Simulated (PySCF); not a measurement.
# SiH2S2 (SMILES S[Si]S): HF/6-31G(d,p) (spherical functions)

Aim: a geometry optimisation of SiH2S2. The job is set up through a Python script.

The calculation is run with PySCF 2.14.0.

1 further run of the same task is left out (set aside as unsound or not needed).

**1. The structure to begin with**

SiH2S2: 5 atoms, total charge 0, spin state singlet. As SMILES, `S[Si]S`. The coordinates come from a PBE0-D4/def2-TZVP relaxation. This is one conformer, not always the lowest. The run starts from this shape.

Bond lengths: S1–Si2 2.140 Å, Si2–S3 2.145 Å, S1–H4 1.344 Å, S3–H5 1.346 Å. Angles: S1–Si2–S3 98.2°, Si2–S1–H4 94.8°, Si2–S3–H5 101.2°.

**2. A geometry optimisation at HF/6-31G(d,p) (spherical functions)**

File job.py:

```python
from pyscf import gto, scf
from pyscf.geomopt.geometric_solver import kernel as optimise

system = gto.Mole()
system.atom = '''
S       -0.640700      -1.023800      -0.541200
Si      -0.655200       0.968900       0.237800
S        1.426500       1.117300       0.734200
H       -1.954700      -1.042200      -0.825100
H        1.874100      -0.093900       0.352900
'''
system.spin = 0
system.verbose = 3
system.charge = 0
system.max_memory = 1860
system.basis = '6-31g**'
system.build()

hf = scf.RHF(system)
hf.conv_tol = 1e-10
converged, mol_eq = optimise(hf, maxsteps=60, convergence_set='GAU_TIGHT')
print('converged:', converged)
print(mol_eq.tostring())

hf.reset(mol_eq)
system = mol_eq
hf.kernel()
if not hf.converged:
    hf = hf.newton().run(hf.mo_coeff, hf.mo_occ)
energy = hf.e_tot
print('E(%s) = %.9f' % ('HF', energy))
```

Started as:

```
OMP_NUM_THREADS=1 python job.py
```

What values should one expect? Wanted: total energy at the end; dipole moment; HOMO energy; LUMO energy; HOMO–LUMO gap.

**Answer.** As computed:

At HF/6-31G** (spherical functions):

```
               quantity           value
total energy at the end  -1085.13212 Eh
          dipole moment          1.41 D
            HOMO energy        -9.54 eV
            LUMO energy         0.71 eV
          HOMO–LUMO gap        10.25 eV
```

What this shows: At the final geometry: Bond lengths: S1–Si2 2.151 Å, Si2–S3 2.151 Å, S1–H4 1.328 Å, S3–H5 1.330 Å. Angles: S1–Si2–S3 99.5°, Si2–S1–H4 97.1°, Si2–S3–H5 103.7°. The optimisation took 6 steps and changed the energy by -0.021 eV.
